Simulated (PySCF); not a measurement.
Geometries of 3 isomers of C2H3F3O, from PySCF 2.14.0, PBE0-D3(BJ)/def2-SVP geometry optimisation, gas phase. One conformer each, no zero-point energy, no frequencies.

Problem. Which is lowest in electronic energy at this level?
A.
```xyz
9
angstrom
F      1.476   -1.189   -0.266
C      1.180    0.132   -0.115
O      0.038    0.290    0.646
C     -1.128   -0.084    0.041
F     -1.454    0.799   -0.925
F     -2.075   -0.055    0.970
H      1.055    0.571   -1.120
H      1.992    0.627    0.436
H     -1.070   -1.088   -0.413
```
B.
```xyz
9
angstrom
O     -0.734   -0.876   -1.135
C     -0.682    0.127   -0.177
C      0.614    0.093    0.605
F      1.659    0.180   -0.234
F      0.684    1.120    1.454
F      0.757   -1.030    1.302
H     -0.008   -0.738   -1.754
H     -1.509   -0.026    0.532
H     -0.781    1.149   -0.593
```
C.
```xyz
9
angstrom
C     -1.163   -0.049   -0.197
O     -0.023    0.774   -0.025
C      1.121    0.151    0.263
F      1.483   -0.718   -0.690
F      2.071    1.056    0.385
F      1.047   -0.547    1.403
H     -1.413   -0.575    0.737
H     -1.003   -0.782   -1.003
H     -1.986    0.621   -0.472
```

Solution. C. That is trifluoromethoxymethane (`COC(F)(F)F`), 3.7 kcal/mol below the next.

| SMILES | atoms numbered as above | E (Eh) | relative (kcal/mol) | relative (kJ/mol) | dipole (D) |
| --- | --- | --- | --- | --- | --- |
| COC(F)(F)F | [CH3:1][O:2][C:3]([F:4])([F:5])[F:6] | -451.99015 | 0.0 | 0.0 | 2.39 |
| OCC(F)(F)F | [OH:1][CH2:2][C:3]([F:4])([F:5])[F:6] | -451.98418 | 3.7 | 15.7 | 1.59 |
| FCOC(F)F | [F:1][CH2:2][O:3][CH:4]([F:5])[F:6] | -451.97162 | 11.6 | 48.7 | 1.62 |
